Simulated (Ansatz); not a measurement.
# Abstraction of F: CH3FO + C4H5 → CH3O + C4H5F

Species: CH3FO `OCF`, singlet; C4H5 (but-2-yn-1-yl radical) `[CH2]C#CC`, doublet; CH3O (hydroxymethyl radical) `[CH2]O`, doublet; C4H5F `CC#CCF`, singlet. A radical takes F: the energy is the difference in strength between two C–F bonds in different surroundings.

Shapes, held fixed at every level: PBE0-D4/def2-TZVP. Flexible molecules stand in one conformer, not always the lowest. Programs: Ansatz 0.2.0. Electronic energies: no zero-point or thermal term.

**Question.** Estimate ΔE of this reaction.

**Answer.** B2PLYP/def2-TZVPP gives ΔE = +76.6 kJ/mol; the levels span +76.6 to +92.0. The median of the levels is +85.9. No measured value is set beside it here. Spin contamination: C4H5 (⟨S²⟩ up to 0.94). Open shells run unrestricted.

```json
{"level": "HF/def2-SVP", "kind": "Hartree–Fock", "ΔE (kJ/mol)": "+92.0"}
{"level": "SPW92/def2-TZVPP", "kind": "LDA", "ΔE (kJ/mol)": "+89.9"}
{"level": "r2SCAN-D4/def2-TZVPP", "kind": "meta-GGA", "ΔE (kJ/mol)": "+90.2"}
{"level": "BHLYP-D4/def2-TZVPP", "kind": "global hybrid", "ΔE (kJ/mol)": "+82.4"}
{"level": "PBE0-D4/def2-TZVPP", "kind": "global hybrid", "ΔE (kJ/mol)": "+83.4"}
{"level": "r2SCAN0-D4/def2-TZVPP", "kind": "global hybrid", "ΔE (kJ/mol)": "+88.4"}
{"level": "wB97X-V/def2-TZVPP", "kind": "range-separated hybrid", "ΔE (kJ/mol)": "+76.9"}
{"level": "B2PLYP/def2-TZVPP", "kind": "double hybrid", "ΔE (kJ/mol)": "+76.6"}
```
